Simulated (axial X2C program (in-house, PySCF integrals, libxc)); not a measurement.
**AlB⁺: bond curves with and without spin–orbit coupling**

What are the state, bond length, wavenumber and bond energy of AlB⁺, and what does spin–orbit coupling change?

Method: all-electron X2C, Al dyall-v3z, B dyall-v3z; program: an in-house X2C program for linear molecules on PySCF integrals.

All values are calculated.

## (1) Set-up

task.json reads:

```json
{
 "zs": [
  13,
  5
 ],
 "q": 1,
 "bas": [
  "dyall-v3z",
  "dyall-v3z"
 ],
 "levels": [
  "PBE0",
  "HF",
  "BLYP"
 ],
 "cc": true,
 "r0": 2.11,
 "thr": -2.0,
 "nmax": 90,
 "npts": 10,
 "nst": 2,
 "ntry": 6
}
```

Keys: zs atomic numbers; q charge; bas basis sets; levels methods (HF also brings MP2); cc coupled cluster on or off; r0 starting distance in Å; thr threshold in hartree for freezing inner shells (an s shell follows its p shell); nmax most natural virtual spinors; npts points asked for on the curve; nst determinants followed; ntry starts of the search.

The run is started by

```console
python so2c.py task.json out
```

Spin-free means the one-electron spin-free X2C Hamiltonian; two-component (2c) means X2C with spin–orbit coupling and atomic mean-field two-electron Coulomb and Gaunt terms. Basis: Al dyall-v3z contracted to [8s8p2d1f], B dyall-v3z contracted to [7s6p2d1f]; Gaussian nuclei, density fitting. Masses: Al 26.982 u, B 11.009 u.

Notation: σ, π±, δ± give the projection m of an orbital's angular momentum (0, ±1, ±2), α and β its spin, Λ and M_S the sums; ω is the projection of a spinor's total angular momentum and Ω the sum. Logs are in hartree.

The results follow Hamiltonian by Hamiltonian and level by level.

## (2) Search for the lowest determinant

PBE0 moves the distance from 2.110 Å to 2.762 Å and compares determinants there.

Spin-free determinants:

```tsv
ΔE (eV)	state	open shells
0.00	M_S = 1/2, Λ = 0	beyond closed shells: σα
0.60	M_S = 1/2, Λ = 1	beyond closed shells: π+α
3.00	M_S = 3/2, Λ = 1	beyond closed shells: 2 × σα, π+α
3.62	M_S = 3/2, Λ = 0	beyond closed shells: σα, π+α, π-α
3.92	M_S = 1/2, Λ = 1	beyond closed shells: 2 × σα, π+β
```

Two-component determinants:

| ΔE (eV) | state | open shells |
| --- | --- | --- |
| 0.00 | Ω = 1/2 | excess of +ω over −ω: ω = 1/2 |
| 0.60 | Ω = 3/2 | excess of +ω over −ω: ω = 3/2 |
| 3.00 | Ω = 5/2 | excess of +ω over −ω: 2 × ω = 1/2, ω = 3/2 |
| 3.92 | Ω = 3/2 | excess of +ω over −ω: 3 × ω = 1/2 |
| 3.93 | Ω = 1/2 | excess of +ω over −ω: 2 × ω = -1/2, ω = 3/2 |

## (3) PBE0, spin-free

State followed: M_S = 1/2, Λ = 0 (beyond closed shells: σα). The scan is laid around 2.762 Å, a first estimate of the minimum, and this SCF restarts from the orbitals of the search.

The SCF at the reference distance of 2.762 Å:

```text
spin-free X2C-1e  PBE0
basis functions 91  fitting functions 573  grid points 4364
iter        total energy     max residual
   1       -267.135049221     1.45e-05
   2       -267.135049229     8.12e-06
   3       -267.135049232     3.26e-06
   4       -267.135049232     6.37e-07
converged
one-electron -390.37283581  Coulomb 132.94350378  exact exchange -5.42192011  xc functional -16.73727961  nuclear repulsion 12.45348252
```

Along the bond, energies from the lowest point:

```
R (Å)  E (eV)  μ (D)  HOMO (eV)  LUMO (eV)  iterations
2.403  0.1500   0.68     -11.80      -9.27          10
2.513  0.0602   0.63     -11.72      -9.05           9
2.596  0.0227   0.57     -11.65      -8.89           9
2.679  0.0041   0.50     -11.58      -8.74           9
2.762  0.0000   0.42     -11.50      -8.60           4
2.859  0.0088   0.32     -11.39      -8.44           9
2.955  0.0282   0.20     -11.29      -8.30           9
3.080  0.0640   0.04     -11.14      -8.13           9
3.232  0.1177  -0.17     -10.95      -7.94           9
3.453  0.2050  -0.49     -10.68      -7.71           9
```

Dipoles are positive if B is the positive end and refer to the centre of mass.

Outer orbitals at the reference distance:

```
symmetry  occupied  ε (eV)             atomic character
      σα       yes  -17.71   72% B s, 14% Al s, 7% Al p
      σβ       yes  -16.83   66% B s, 20% Al s, 7% Al p
      σα       yes  -14.67   64% Al s, 18% B p, 14% B s
      σβ       yes  -13.91    66% Al s, 19% B s, 8% B p
      σα       yes  -11.50  59% B p, 25% Al p, 12% Al s
     π-α        no   -8.60   73% B p, 24% Al p, 2% Al d
     π+α        no   -8.60   73% B p, 24% Al p, 2% Al d
     π-β        no   -8.39   69% B p, 28% Al p, 2% Al d
     π+β        no   -8.39   69% B p, 28% Al p, 2% Al d
```

PBE0 fields in the half plane through the axis: z from -2.4 to 5.1 Å across, distance from the axis 0.15 to 2.25 Å upwards; Al lies at z = 0 and B at z = 2.762 Å; the ELF is damped to zero where the density is low.

log10 density (e/bohr³). Ten even steps from ' ' (-5.00 ) to '@' (0.98 ):
```
  ....::::::::::::::::::::::::::::::::::......      
....::::------------------::::::::::::::::::::....  
..::::----============----------------------::::....
::::----======++++========================----::::..
::----====++++++++++++++====++++++++++++====----::..
::----==++++++****++++++++++++++******++++++==----::
::--====++++**######**++++++**************++====--::
::--====++++**%%@@%%**++++++****##@@##****++====--::
```

ELF. Ten even steps from ' ' (0.00 ) to '@' (1.00 ):
```
          ::----::..                                
      ::**##%%%%##==..                ....          
    --##@@@@@@@@@@##==..      ......--++**++::      
  ::%%@@@@@@@@@@@@%%**==::..--======**%%@@@@%%==    
..**@@@@@@@@@@%%********====**%%##**%%@@@@@@@@%%::  
--%%@@@@@@@@==      ::****##@@@@%%**%%@@@@@@@@@@**  
++@@@@@@@@##  --##==  ++%%%%@@@@++  ..@@@@@@@@@@%%..
**@@@@@@@@--..%%--%%..--%%@@@@@@  @@--%%@@@@@@@@@@::
```

Re = 2.748 Å, ωe = 239.9 cm⁻¹, ωexe = 2.28 cm⁻¹, Be = 0.2854 cm⁻¹, De = 0.958 eV, μ = 0.44 D.

## (4) HF, spin-free

Output at 2.762 Å:

```text
spin-free X2C-1e  HF
basis functions 91  fitting functions 573  grid points 4364
iter        total energy     max residual
   1       -266.663529950     6.91e-02
   2       -266.672283252     5.31e-03
   3       -266.672991986     2.16e-03
   4       -266.673187455     1.05e-03
   5       -266.673243645     4.10e-04
   6       -266.673251301     2.08e-04
   7       -266.673253480     6.96e-05
   8       -266.673253713     3.22e-05
   9       -266.673253773     1.42e-05
  10       -266.673253787     6.64e-06
  11       -266.673253790     2.40e-06
  12       -266.673253790     3.68e-07
converged
one-electron -390.27791168  Coulomb 132.88330974  exact exchange -21.73213436  xc functional 0.00000000  nuclear repulsion 12.45348252
```

Re = 2.842 Å, ωe = 219.7 cm⁻¹, ωexe = 2.66 cm⁻¹, Be = 0.267 cm⁻¹, De = 0.599 eV, μ = 0.22 D.

## (5) BLYP, spin-free

Output at 2.762 Å:

```text
spin-free X2C-1e  BLYP
basis functions 91  fitting functions 573  grid points 4364
iter        total energy     max residual
   1       -267.299872852     3.34e-02
   2       -267.303090728     1.87e-03
   3       -267.303087416     1.70e-03
   4       -267.303138068     8.09e-04
   5       -267.303151829     7.92e-05
   6       -267.303151931     1.49e-05
   7       -267.303151939     7.75e-06
   8       -267.303151940     9.36e-07
converged
one-electron -390.42450378  Coulomb 132.99370630  exact exchange 0.00000000  xc functional -22.32583697  nuclear repulsion 12.45348252
```

Re = 2.841 Å, ωe = 196.2 cm⁻¹, ωexe = 2.29 cm⁻¹, Be = 0.2671 cm⁻¹, De = 0.857 eV, μ = 0.25 D.

## (6) Correlated methods, spin-free

Correlated methods: 5 electrons correlated (frozen shells, counted by type: Al 2 s, 1 p; B 1 s), 149 virtual spinors in MP2, 88 natural virtuals in coupled cluster.

Output of the correlated part at 2.762 Å:

```text
correlated 5  virtual 149  natural virtual 88  E(MP2) -0.078411102  MP2 remainder -0.000919261
iter   CCSD correlation   residual
   1     -0.095990482   1.50e-01
   2     -0.107805729   7.29e-02
   3     -0.109035018   1.94e-02
   4     -0.109341464   7.63e-03
   5     -0.109408428   4.01e-03
   6     -0.109414962   1.72e-03
   7     -0.109439496   7.67e-04
   8     -0.109437268   3.39e-04
   9     -0.109435581   1.31e-04
  10     -0.109435229   4.28e-05
  11     -0.109435667   1.86e-05
  12     -0.109436037   7.54e-06
  13     -0.109436120   3.27e-06
  14     -0.109436130   1.43e-06
(T) -0.002633917  T1 0.0352  D1 0.0626  max T2 0.098
```

T1 in the output is the amplitude norm over the root of the electron number; divide by √2 for the Lee–Taylor value.

MP2: Re = 2.761 Å, ωe = 235.3 cm⁻¹, Be = 0.2829 cm⁻¹, De = 0.711 eV.

CCSD: Re = 2.755 Å, ωe = 238.6 cm⁻¹, ωexe = 2.63 cm⁻¹, Be = 0.284 cm⁻¹, De = 0.725 eV. T1 at Re = 0.025 (Lee–Taylor, the printed value over √2).

CCSD(T): Re = 2.738 Å, ωe = 245.1 cm⁻¹, ωexe = 2.64 cm⁻¹, Be = 0.2877 cm⁻¹, De = 0.763 eV. T1 at Re = 0.025 (Lee–Taylor, the printed value over √2).

## (7) A higher determinant, spin-free

State: M_S = 1/2, Λ = 1 (beyond closed shells: π+α).

Output at the reference distance:

```text
spin-free X2C-1e  PBE0
basis functions 91  fitting functions 573  grid points 4364
iter        total energy     max residual
   1       -267.113143443     4.20e-06
   2       -267.113143443     3.20e-06
converged
one-electron -390.07857540  Coulomb 132.63875418  exact exchange -5.41272396  xc functional -16.71408078  nuclear repulsion 12.45348252
```

```
R (Å)  E above the lowest PBE0 point (eV)
2.403                               0.449
2.513                               0.483
2.596                               0.518
2.679                               0.556
2.762                               0.596
2.859                               0.642
2.955                               0.686
3.080                               0.738
3.232                               0.794
```

No constants are quoted: the lowest point is the short end of the scan.

## (8) The spin-free curves together

Energy (eV) of the followed determinant, spin-free, from each level's lowest point:

```
R (Å)   PBE0     HF    MP2   CCSD  CCSD(T)   BLYP
2.403  0.150  0.227  0.161    n/a      n/a  0.185
2.513  0.060  0.110  0.066  0.064    0.057  0.089
2.596  0.023  0.056  0.026  0.025    0.020  0.044
2.679  0.004  0.022  0.006  0.005    0.003  0.017
2.762  0.000  0.005  0.000  0.000    0.000  0.004
2.859  0.009  0.000  0.007  0.008    0.011  0.000
2.955  0.028  0.008  0.024  0.026    0.032  0.006
3.080  0.064  0.030  0.057  0.060    0.069  0.024
3.232  0.118  0.069  0.106    n/a      n/a  0.056
3.453  0.205  0.136  0.184    n/a      n/a  0.112
```

## (9) PBE0, 2c

State followed: Ω = 1/2 (excess of +ω over −ω: ω = 1/2). The scan is laid around 2.762 Å, a first estimate of the minimum, and this SCF restarts from the orbitals of the search.

Output at 2.762 Å:

```text
two-component X2C + atomic mean field  PBE0
basis functions 91  fitting functions 573  grid points 4364
iter        total energy     max residual
   1       -267.106279768     5.00e-06
   2       -267.106279769     3.21e-06
converged
one-electron -390.29576830  Coulomb 132.92055189  exact exchange -5.42107224  xc functional -16.73464596  nuclear repulsion 12.45348252  atomic mean-field constant -0.02882767
```

Along the bond, energies from the lowest point:

```
R (Å)  E (eV)  μ (D)  HOMO (eV)  LUMO (eV)  iterations
2.403  0.1503   0.68     -11.80      -9.28          10
2.513  0.0603   0.63     -11.72      -9.05          10
2.596  0.0228   0.57     -11.65      -8.89           9
2.679  0.0042   0.50     -11.58      -8.74           9
2.762  0.0000   0.42     -11.49      -8.60           2
2.859  0.0087   0.31     -11.39      -8.44           9
2.955  0.0281   0.20     -11.29      -8.30           9
3.080  0.0638   0.04     -11.14      -8.13           9
3.232  0.1176  -0.18     -10.95      -7.94           9
3.453  0.2048  -0.50     -10.68      -7.72           9
```

Dipoles are positive if B is the positive end and refer to the centre of mass.

Outer spinors at the reference distance:

| ω | occupied | ε (eV) | atomic character | λ mixture |
| --- | --- | --- | --- | --- |
| 1/2 | yes | -17.71 | 72% B s, 14% Al s, 7% Al p | 100% σ |
| -1/2 | yes | -16.83 | 66% B s, 20% Al s, 7% Al p | 100% σ |
| 1/2 | yes | -14.67 | 64% Al s, 18% B p, 14% B s | 100% σ |
| -1/2 | yes | -13.91 | 66% Al s, 19% B s, 8% B p | 100% σ |
| 1/2 | yes | -11.49 | 59% B p, 25% Al p, 12% Al s | 100% σ |
| -1/2 | no | -8.60 | 73% B p, 24% Al p, 2% Al d | 100% π |
| 3/2 | no | -8.59 | 73% B p, 24% Al p, 2% Al d | 100% π |
| 1/2 | no | -8.39 | 69% B p, 28% Al p, 2% Al d | 100% π |
| -3/2 | no | -8.39 | 69% B p, 28% Al p, 2% Al d | 100% π |

PBE0 fields in the half plane through the axis: z from -2.4 to 5.1 Å across, distance from the axis 0.15 to 2.25 Å upwards; Al lies at z = 0 and B at z = 2.762 Å; the ELF is damped to zero where the density is low.

log10 density (e/bohr³). Ten even steps from '0' (-5.00 ) to '9' (0.98 ):
```
01122222222222222222111000
11223333333332222222222110
12233444444333333333332211
22334445544444444444433221
23344555555544555555443321
23345556655555556665554332
23445567776555666666654432
23445568986555667976654432
```

ELF. Ten even steps from ' ' (0.00 ) to '@' (1.00 ):
```
          ::----::..                                
      ::**##%%%%##==..                ....          
    --##@@@@@@@@@@##==..      ......--++**++::      
  ::%%@@@@@@@@@@@@%%**==::..--======**%%@@@@%%==    
..**@@@@@@@@@@%%********====**%%##**%%@@@@@@@@%%::  
--%%@@@@@@@@==      ::****##@@@@%%**%%@@@@@@@@@@**  
++@@@@@@@@##  --##==  ++%%%%@@@@++  ..@@@@@@@@@@%%..
**@@@@@@@@--..%%--%%..--%%@@@@@@  @@--%%@@@@@@@@@@::
```

Re = 2.749 Å, ωe = 239.9 cm⁻¹, ωexe = 2.28 cm⁻¹, Be = 0.2854 cm⁻¹, De = 0.958 eV, μ = 0.43 D.

## (10) HF, 2c

The SCF at the reference distance of 2.762 Å:

```text
two-component X2C + atomic mean field  HF
basis functions 91  fitting functions 573  grid points 4364
iter        total energy     max residual
   1       -266.634850545     6.91e-02
   2       -266.643601171     5.31e-03
   3       -266.644309709     2.16e-03
   4       -266.644505108     1.05e-03
   5       -266.644561274     4.10e-04
   6       -266.644568952     2.08e-04
   7       -266.644571156     6.95e-05
   8       -266.644571403     3.22e-05
   9       -266.644571475     1.42e-05
  10       -266.644571500     7.50e-06
  11       -266.644571511     5.84e-06
  12       -266.644571518     4.35e-06
  13       -266.644571522     3.43e-06
  14       -266.644571528     1.54e-06
  15       -266.644571528     1.26e-06
converged
one-electron -390.20090239  Coulomb 132.86040980  exact exchange -21.72873379  xc functional 0.00000000  nuclear repulsion 12.45348252  atomic mean-field constant -0.02882767
```

Re = 2.842 Å, ωe = 219.7 cm⁻¹, ωexe = 2.66 cm⁻¹, Be = 0.2669 cm⁻¹, De = 0.599 eV, μ = 0.22 D.

## (11) BLYP, 2c

Output at 2.762 Å:

```text
two-component X2C + atomic mean field  BLYP
basis functions 91  fitting functions 573  grid points 4364
iter        total energy     max residual
   1       -267.271016888     3.34e-02
   2       -267.274234281     1.86e-03
   3       -267.274231221     1.69e-03
   4       -267.274281360     8.09e-04
   5       -267.274295116     7.92e-05
   6       -267.274295218     1.49e-05
   7       -267.274295225     7.74e-06
   8       -267.274295227     9.35e-07
converged
one-electron -390.34745035  Coulomb 132.97076398  exact exchange 0.00000000  xc functional -22.32226370  nuclear repulsion 12.45348252  atomic mean-field constant -0.02882767
```

Re = 2.842 Å, ωe = 196.2 cm⁻¹, ωexe = 2.29 cm⁻¹, Be = 0.267 cm⁻¹, De = 0.857 eV, μ = 0.25 D.

## (12) Correlated methods, 2c

Correlated methods: 5 electrons correlated (frozen shells, counted by type: Al 2 s, 1 p; B 1 s), 149 virtual spinors in MP2, 88 natural virtuals in coupled cluster.

Output of the correlated part at 2.762 Å:

```text
correlated 5  virtual 149  natural virtual 88  E(MP2) -0.078408030  MP2 remainder -0.000919184
iter   CCSD correlation   residual
   1     -0.095985422   1.50e-01
   2     -0.107798030   7.29e-02
   3     -0.109027127   1.94e-02
   4     -0.109333531   7.63e-03
   5     -0.109400499   4.01e-03
   6     -0.109407046   1.72e-03
   7     -0.109431572   7.67e-04
   8     -0.109429343   3.39e-04
   9     -0.109427655   1.31e-04
  10     -0.109427302   4.30e-05
  11     -0.109427741   1.90e-05
  12     -0.109428115   8.26e-06
  13     -0.109428201   4.34e-06
  14     -0.109428212   2.78e-06
(T) -0.002633609  T1 0.0352  D1 0.0625  max T2 0.097
```

MP2: Re = 2.761 Å, ωe = 235.2 cm⁻¹, Be = 0.2828 cm⁻¹, De = 0.711 eV.

CCSD: Re = 2.756 Å, ωe = 238.5 cm⁻¹, ωexe = 2.61 cm⁻¹, Be = 0.284 cm⁻¹, De = 0.725 eV. T1 at Re = 0.025 (Lee–Taylor, the printed value over √2).

CCSD(T): Re = 2.738 Å, ωe = 245.0 cm⁻¹, ωexe = 2.61 cm⁻¹, Be = 0.2876 cm⁻¹, De = 0.763 eV. T1 at Re = 0.025 (Lee–Taylor, the printed value over √2).

## (13) A higher determinant, 2c

State: Ω = 3/2 (excess of +ω over −ω: ω = 3/2).

Output at the reference distance:

```text
two-component X2C + atomic mean field  PBE0
basis functions 91  fitting functions 573  grid points 4364
iter        total energy     max residual
   1       -267.084330901     3.55e-05
   2       -267.084330895     3.91e-05
   3       -267.084330920     8.45e-07
   4       -267.084330920     4.32e-07
converged
one-electron -390.00110396  Coulomb 132.61546477  exact exchange -5.41189219  xc functional -16.71145438  nuclear repulsion 12.45348252  atomic mean-field constant -0.02882767
```

```
R (Å)  E above the lowest PBE0 point (eV)
2.403                               0.451
2.513                               0.484
2.596                               0.519
2.679                               0.557
2.762                               0.597
2.859                               0.643
2.955                               0.687
3.080                               0.739
3.232                               0.795
```

No constants are quoted: the lowest point is the short end of the scan.

## (14) The 2c curves together

Energy (eV) of the followed determinant, 2c, from each level's lowest point:

```
R (Å)   PBE0     HF    MP2   CCSD  CCSD(T)   BLYP
2.403  0.150  0.228  0.161    n/a      n/a  0.185
2.513  0.060  0.111  0.066  0.064    0.057  0.089
2.596  0.023  0.056  0.026  0.025    0.020  0.045
2.679  0.004  0.022  0.006  0.005    0.003  0.018
2.762  0.000  0.005  0.000  0.000    0.000  0.004
2.859  0.009  0.000  0.007  0.008    0.010  0.000
2.955  0.028  0.008  0.024  0.026    0.031  0.006
3.080  0.064  0.030  0.056  0.060    0.069  0.024
3.232  0.118  0.069  0.105    n/a      n/a  0.056
3.453  0.205  0.135  0.184    n/a      n/a  0.111
```

Time for the job: 21 s (1 thread of AMD EPYC 9R45 (Zen 5), shared host); peak memory 0.33 GiB.

## (15) What came out

Lowest determinant that the search found at its distance, spin-free: M_S = 1/2, Λ = 0 (beyond closed shells: σα).

Lowest determinant that the search found at its distance, 2c: Ω = 1/2 (excess of +ω over −ω: ω = 1/2).

```tsv
Hamiltonian	level	Re (Å)	ωe (cm⁻¹)	De (eV)	μ (D)
spin-free	PBE0	2.748	239.9	0.958	0.44
spin-free	HF	2.842	219.7	0.599	0.22
spin-free	MP2	2.761	235.3	0.711	n/a
spin-free	CCSD	2.755	238.6	0.725	n/a
spin-free	CCSD(T)	2.738	245.1	0.763	n/a
spin-free	BLYP	2.841	196.2	0.857	0.25
2c	PBE0	2.749	239.9	0.958	0.43
2c	HF	2.842	219.7	0.599	0.22
2c	MP2	2.761	235.2	0.711	n/a
2c	CCSD	2.756	238.5	0.725	n/a
2c	CCSD(T)	2.738	245.0	0.763	n/a
2c	BLYP	2.842	196.2	0.857	0.25
```

Dipoles are positive if B is the positive end and refer to the centre of mass.

Time per point (s) on 1 thread of AMD EPYC 9R45 (Zen 5), shared host (2c runs; CCSD comes with the CCSD(T) run); the times are rough: PBE0 0.075, HF 0.045, MP2 0.053, CCSD(T) 0.6, BLYP 0.056.

At CCSD(T), going from spin-free to two-component changes Re by 0 mÅ, ωe by 0.0 %, which is small (part of it comes from the scalar share of the two-electron terms). De moves by 0.00 eV; both De rest on single-determinant atoms, which can miss part of an open shell's spin–orbit lowering.

De refers to Al+ + B, each in the lowest determinant found, which need not be this curve's own limit. The state is a single determinant with fixed occupations, the lowest that a limited PBE0 search found. De is counted from the lowest determinant-based energies of the atoms at the same level, without counterpoise correction. Density functionals use the spin component along the axis (collinear). CCSD and (T) use frozen natural virtuals with an MP2 correction for the truncation. T1 at Re is 0.025 (Lee–Taylor), above the customary mark of 0.02.
